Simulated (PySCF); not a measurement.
Carbonyl fluoride, CF2O.
SMILES: `C(=O)(F)F`

Jobs on this species (4 atoms, 32 electrons) with PySCF (density fitting). Hardware of each: one thread, Arm Neoverse N1 (aarch64), on a shared host. Times come from a shared host and carry two figures at best. Peak memory is the resident size of the whole Python process, interpreter and libraries included.

| level and settings | work | basis functions | SCF cycles | wall time | peak memory |
| --- | --- | --- | --- | --- | --- |
| B3LYP/cc-pVTZ | spin–spin couplings from 4 perturbed nuclei | 120 | ? | ? | ? |
| PBE0-D3(BJ)/def2-SVP, grid level 1 | geometry optimisation from a GFN2-xTB start | 56 | ? | ? | ? |
| B3LYP/aug-cc-pVTZ-J | spin–spin couplings from 4 perturbed nuclei | 184 | 13 | 12 s | 0.62 GiB |
| B3LYP/6-31G* | spin–spin couplings from 4 perturbed nuclei | 56 | 13 | 2.9 s | 0.32 GiB |
| CAM-B3LYP/pcJ-1 | spin–spin couplings from 4 perturbed nuclei | 108 | 13 | 6.8 s | 0.40 GiB |
| B3LYP/def2-TZVP | spin–spin couplings from 4 perturbed nuclei | 124 | 13 | 7.0 s | 0.45 GiB |
| B3LYP/pcJ-2 | spin–spin couplings from 4 perturbed nuclei | 204 | 13 | 15 s | 0.72 GiB |
| BHandHLYP/pcJ-1 | spin–spin couplings from 4 perturbed nuclei | 108 | 13 | 6.0 s | 0.40 GiB |
| LDA/def2-SVPD | 10 singlets by full TDDFT, 4 Tamm–Dancoff triplets, polarisability, ΔSCF ions | 89 | 14 | 11 s | 0.32 GiB |

Fill in the missing figures.

- B3LYP/cc-pVTZ; spin–spin couplings from 4 perturbed nuclei: 6.7 s, 0.45 GiB, 13 SCF cycles
- PBE0-D3(BJ)/def2-SVP, grid level 1; geometry optimisation from a GFN2-xTB start: 7.5 s, 0.27 GiB, 41 SCF cycles

What do all jobs in the table cost together?

About 75 s; the longest takes about 20 % of that, and about 5.2 times as long as the shortest.
